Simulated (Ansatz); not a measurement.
Ideal-gas functions of `O=C=C(O)F` at 400 K and 1 bar, from an Ansatz frequency run at PBE0-D4/def2-TZVP.

Molar mass 76.03 g/mol, point group C1 (symmetry number 1), electronic degeneracy 1, moments of inertia 48.513, 126.12, 173.196 u Å². Harmonic wavenumbers (cm⁻¹, unscaled): 202, 314, 359, 443, 492, 696, 831, 1255, 1294, 1496, 2275, 3766.

Use S(trans) = R[1.5 ln M + 2.5 ln T − 1.1517]; rotational temperatures θ = 24.2544 K / I; S(rot) = R[ln(√π/σ · √(T³/θAθBθC)) + 1.5]; for each mode x = 1.438777 ν̃/T, S = R[x/(eˣ − 1) − ln(1 − e⁻ˣ)] and H = RT x/(eˣ − 1); 1 cm⁻¹ = 0.0119627 kJ/mol; R = 8.31446 J/(mol·K).

By hand: the entropy, in J/(mol·K).

Translation 169.0. Rotation: θ = 0.5, 0.1923, 0.14 K, giving 109.9. Vibration, mode by mode: 11.15, 7.73, 6.74, 5.27, 4.58, 2.56, 1.75, 0.51, 0.45, 0.25, 0.02, 0.00, in all 41.0. Electronic 0.0. Sum 319.9 J/(mol·K).

By hand: H − E and G − E in kJ/mol, counted from the electronic energy.

Zero-point energy ½ × 13423 × 0.0119627 = 80.3; thermal vibration 9.9; translation, rotation and pV give 4 RT = 13.3. H − E = 103.5 kJ/mol, and G − E = 103.5 − 400 × 319.9/1000 = -24.5 kJ/mol.

Vibration gives 13 % of the entropy. The sum counts one conformer and one mirror image; others add a mixing term.
